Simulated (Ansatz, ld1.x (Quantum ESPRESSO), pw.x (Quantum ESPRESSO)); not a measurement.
# niobium: one change to the TM potential, in the atom and in the fcc crystal

| Property | Result |
| --- | --- |
| Element | Nb |
| Generator | ld1.x (Quantum ESPRESSO) 7.5 |
| Type | norm-conserving Troullier–Martins (Kleinman–Bylander form) |
| Functional | LDA (PW92) |
| Relativity | scalar-relativistic |
| Frozen core | [Kr] |
| Valence charge | 5 |
| Reference configuration | 4d4 5s0.5 5p0.5 |
| Partial waves | 5s (bound): rc 2.95 bohr; 4d (bound): rc 2.60 bohr; 5p (bound): rc 4.05 bohr |
| Local potential | the p channel |
| Core correction | a·sin(br)/r model core, default radius (core density twice the valence density) |

Change: wave 5p (bound): rc 4.05 bohr becomes 5p (bound): rc 2.76 bohr.

Cutoffs, loose and tight: the cutoffs (Ry, on a coarse ladder) from which the occupation-weighted sum of valence levels, in a spherical-Bessel basis at the reference potential, stays within 10 and 1 mRy of its value at 400 Ry. They do not see the model core or the augmentation charge, which bear on the density cutoff. Test errors are all-electron minus pseudo excitation energies from the reference, over the configurations 4d4 5s1 5p0; 4d4 5s0 5p0; 4d3 5s0 5p0; 4d3 5s1 5p1; 4d4 5s0.5 5p0; 4d4 5s0 5p1; 4d4.5 5s0.5 5p0 (two spin-polarised tests are not counted in the largest error); variants that change the core or the reference have their own tests.

Crystal test: fcc Nb in pw.x 7.5, no spin, 14³ k-points, Fermi–Dirac smearing 0.01 Ry, cutoffs set for each file from its atomic test. The reference is all-electron LAPW (Ansatz 0.2.0) with the same functional, mesh and smearing; V0 and B0 come from Birch–Murnaghan fits to the pressures at five volumes. Errors are pseudo minus all-electron; Δ is the rms difference of the E(V) curves that follow from these fits, minima aligned, over ±6 % about the mean V0. Mesh and smearing are coarse, so the numbers serve the comparison and aren't converged zero-temperature values; the lattice is a test structure that the element need not adopt.

All-electron: a0 = 4.141 Å (V0 = 17.75 Å³/atom), B0 = 181.7 GPa.

Question: Does the change bring the crystal closer to the all-electron result?

Answer: The mean pressure error goes from +27.95 to +79.27 GPa, so the change moves the solid further from the all-electron pressures. Neither pressure curve crosses zero within the volumes sampled, so no fits are given.

```tsv
quantity	base	changed
outcome (atom)	generated	generated
cutoff, loose (atom)	30 Ry	30 Ry
cutoff, tight (atom)	35 Ry	35 Ry
bound ghosts (atom)	none	s
largest test error (meV) (atom)	-152	-141
cutoffs in pw.x (Ry)	50/200	50/200
mean pressure error (GPa)	+27.95	+79.27
```

Base: The largest radius (4.05 bohr) exceeds half the bond length (2.76 bohr), so the spheres overlap, which is one possible source of error among others. This is a poor potential for the solid. The logarithmic derivative shows an extra or strongly shifted pseudo pole above the reference energy (s near 1.39 Ry). Changed file: The largest radius (2.95 bohr) exceeds half the bond length (2.76 bohr), so the spheres overlap, which is one possible source of error among others. This is a poor potential for the solid. Note: ghost state, extra bound levels that the all-electron valence spectrum of the same l lacks: s at -45.3 eV. A true bound ghost makes a file unfit for plane-wave use.
